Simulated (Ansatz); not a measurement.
Molecular dynamics of CH₇Al

The input (input.yaml):

```yaml
crystal:
  periodic: [false, false, false]
  atoms:
    - { symbol: Al, position_ang: [-0.7055, 0.0764, -1.0125] }
    - { symbol: C, position_ang: [0.5544, -0.326, 0.8543] }
    - { symbol: H, position_ang: [-0.0881, -0.4323, -2.3296] }
    - { symbol: H, position_ang: [-2.2293, -0.1002, -0.87] }
    - { symbol: H, position_ang: [0.2661, 0.8873, 0.2115] }
    - { symbol: H, position_ang: [0.0712, 1.7499, -0.2376] }
    - { symbol: H, position_ang: [0.2396, -0.128, 1.8812] }
    - { symbol: H, position_ang: [1.6463, -0.3508, 0.8428] }
    - { symbol: H, position_ang: [0.2452, -1.3762, 0.6599] }
magnetization:
  spin_polarized: true
basis:
  gaussian: { orbitals: def2-SVP }
hamiltonian:
  xc: pbe
  dispersion: d4
md:
  timestep: 0.5
  n_steps: 150
  ensemble: nve
  temperature: 1000.0
  initial_velocities: maxwell_boltzmann
  seed: 140483
```

Command:

```bash
$ ansatz run input.yaml --threads 1 --pin off --max-ram 2048MiB --backend cpu --events-out ev --progress --plain --runs-dir out
```

It starts from a rough guess of a transition structure, not a stationary point.

Output, in part (step lines, the closing report, with atoms numbered from 0):

```
md step     0: t =     0.00 fs  T =  1000.0 K  F+E_penalty+E_count = -7736.82726466 eV  E_kin = 0.904820 eV  conserved = -7735.92244467 eV  (26 SCF iters)
[... lines left out ...]
Total energy: -7737.93733828 eV, -284.3639522194 hartree
Atom 0 at    -1.103548     0.213049    -1.691713 Å, force     1.480485     0.427556    -0.894068 eV/Å
Atom 1 at     1.279901    -0.486586     2.123154 Å, force    -2.350623     0.747360     2.303850 eV/Å
Atom 2 at    -0.892330    -0.600128    -3.043166 Å, force    -0.154144     0.041956    -0.348514 eV/Å
Atom 3 at    -1.786565    -0.715512    -0.664749 Å, force    -0.510375     0.022761     0.898539 eV/Å
Atom 4 at     1.919304    -0.772425     3.012716 Å, force    -0.559197    -0.110835    -0.701852 eV/Å
Atom 5 at    -0.130302     1.583472    -1.683437 Å, force    -0.797271    -0.498716     0.374229 eV/Å
Atom 6 at     0.525037    -1.270000     1.803213 Å, force     0.860695     0.349122     0.288425 eV/Å
Atom 7 at     1.895239    -0.154824     1.327888 Å, force     0.991375     0.369137    -1.409879 eV/Å
Atom 8 at     0.630498     0.434877     2.467241 Å, force     1.039054    -1.348341    -0.510731 eV/Å
Dipole moment:    -0.148909     0.126355     0.121276 e Å
```

The steps, from the saved trajectory:

| time (fs) | T (K) | potential energy less start (eV) | conserved less start (meV/atom) |
| --- | --- | --- | --- |
| 0.0 | 1000 | 0.000 | 0.00 |
| 2.5 | 988 | 0.012 | 0.14 |
| 5.0 | 1043 | -0.038 | 0.07 |
| 7.5 | 1065 | -0.058 | 0.13 |
| 10.0 | 1248 | -0.225 | 0.01 |
| 12.5 | 1147 | -0.134 | -0.06 |
| 15.0 | 859 | 0.130 | 0.22 |
| 17.5 | 1121 | -0.109 | 0.09 |
| 20.0 | 1586 | -0.529 | 0.11 |
| 22.5 | 2148 | -1.039 | -0.09 |
| 25.0 | 2232 | -1.114 | 0.06 |
| 27.5 | 2134 | -1.025 | 0.12 |
| 30.0 | 2124 | -1.016 | 0.13 |
| 32.5 | 2237 | -1.120 | -0.04 |
| 35.0 | 2070 | -0.967 | 0.16 |
| 37.5 | 2020 | -0.922 | 0.12 |
| 40.0 | 2067 | -0.965 | 0.08 |
| 42.5 | 2161 | -1.050 | 0.11 |
| 45.0 | 2259 | -1.139 | 0.09 |
| 47.5 | 2343 | -1.215 | 0.06 |
| 50.0 | 2349 | -1.221 | -0.01 |
| 52.5 | 2079 | -0.974 | 0.18 |
| 55.0 | 1962 | -0.870 | 0.04 |
| 57.5 | 1886 | -0.800 | 0.21 |
| 60.0 | 2137 | -1.028 | 0.05 |
| 62.5 | 2248 | -1.129 | 0.08 |
| 65.0 | 2353 | -1.224 | 0.05 |
| 67.5 | 2344 | -1.216 | 0.07 |
| 70.0 | 2239 | -1.119 | 0.18 |
| 72.5 | 2295 | -1.171 | 0.02 |
| 75.0 | 2228 | -1.110 | 0.13 |

All steps were run. The conserved energy stayed within 0.29 meV per atom of its start (net change 0.13 meV per atom), so the integration is sound. The system heated up, since it started high on the potential surface and ran downhill. A run of 0.075 ps of so small a system gives no equilibrium averages. The orbitals stay closed-shell, which can raise the energy where a bond breaks towards radicals; this wasn't checked here.

The step under study would form Al1–H6, C2–H5 and break Al1–C2, H5–H6. These pairs go: Al1–H6 2.00 → 1.68 Å, C2–H5 1.40 → 1.13 Å, Al1–C2 2.29 → 4.55 Å, H5–H6 0.99 → 5.64 Å. In the last frame they stand as after the step (other bonds may differ from the relaxed reactants and products). Also parted: Al1–H5 1.76 → 5.68 Å. It ends as AlH3 + CH4. Pairs count as bonded within 1.25 times the sum of covalent radii (0.12 Å more for H–H).

Last frame:

```xyz
9
Properties=species:S:1:pos:R:3
Al -1.103 0.213 -1.692
C 1.280 -0.487 2.123
H -0.892 -0.600 -3.043
H -1.787 -0.716 -0.665
H 1.919 -0.772 3.013
H -0.130 1.583 -1.683
H 0.525 -1.270 1.803
H 1.895 -0.155 1.328
H 0.630 0.435 2.467
```

Time of the run: 3 min on 1 thread of Intel(R) Xeon(R) 6975P-C (Granite Rapids) (shared host), peak memory 0.16 GiB.
